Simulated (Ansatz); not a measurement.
# HN2Si: the cost of one run

Program: Ansatz 0.2.0, Gaussian basis. Level of theory: def2-TZVPP, core rule «outside noble gas», up to 7 orbitals frozen. These are calculated values, not measurements.

The runs, in order: UHF; ROHF; CCSD(T) on UHF.

### Step 1. What is computed

The geometry is a PBE0/def2-TZVP stationary point (not a proven minimum) of the parent state, kept for this charge and spin.

4 atoms, charge 1, spin multiplicity 5.

Atoms are counted from 1 here; the program's logs count them from 0.

Bond lengths: N1–Si2 1.697 Å, Si2–N3 1.697 Å, Si2–H4 1.480 Å. Angles: N1–Si2–N3 124.0°, N1–Si2–H4 118.0°, N3–Si2–H4 118.0°.

### Step 2. UHF

The input, in.yaml:

```yaml
crystal:
  periodic: [false, false, false]
  atoms:
    - {symbol: N, position_ang: [0.000000, -0.431982, 1.498918]}
    - {symbol: Si, position_ang: [0.000000, 0.364687, 0.000000]}
    - {symbol: N, position_ang: [0.000000, -0.431982, -1.498918]}
    - {symbol: H, position_ang: [0.000000, 1.844223, 0.000000]}
basis:
  gaussian: {orbitals: def2-TZVPP}
total_charge: 1
magnetization: {spin_polarized: true, initial_magnetization: 4}
hamiltonian: {xc: hf}
output: {orbitals: {seedname: orbitals}}
```

Launch:

```sh
$ ansatz run in.yaml --threads 1 --pin off --events-out ev --progress --plain --max-ram 3968MiB --backend cpu
```

Q: Estimate wall time and peak memory on 1 thread of AMD EPYC 7R13, shared host.

About 6 s, with a peak of 0.26 GiB.
